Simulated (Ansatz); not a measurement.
We consider PdS2 (Pbca, No. 61), described by HSE06 (Ansatz, an electronic-structure program, plane waves, PAW).

Settings: plane-wave cutoff 500 eV, 4×4×4 k mesh, gaussian smearing 0.02 eV, scalar-relativistic PAW data made under PBE.

Cell (relaxed with r²SCAN):

```
PdS2
1.0
    5.47968     0.00000     0.00000
    0.00000     5.56856     0.00000
    0.00000     0.00000     7.89060
Pd S
4 8
Direct
  0.50000   0.00000   0.50000
  0.00000   0.00000   0.00000
  0.00000   0.50000   0.50000
  0.50000   0.50000   0.00000
  0.60483   0.11064   0.07865
  0.39517   0.88936   0.92135
  0.89517   0.88936   0.57865
  0.10483   0.11064   0.42135
  0.10483   0.38936   0.92135
  0.89517   0.61064   0.07865
  0.39517   0.61064   0.42135
  0.60483   0.38936   0.57865
```

### Question
Predict the band gap.

### Answer

- band gap = 1.30 eV (on the SCF k mesh)

Measured, for comparison: band gap 0.7 eV (temperature not stated, no zero-point or thermal correction, indirect, bulk, cited; as tabulated in Two-dimensional noble-metal chalcogenides and phosphochalcogenides, Angew. …).

Note: cell and atoms aren't relaxed at this level (largest force component 0.21 eV/Å, pressure -0.9 GPa); the cell has widely spaced layers and the level no dispersion term, so their spacing and the moduli can rest on weak binding.

Spin–orbit coupling is not included.

Static lattice: no zero-point or thermal effects.

Cost on a shared machine: roughly 28 core-minutes.
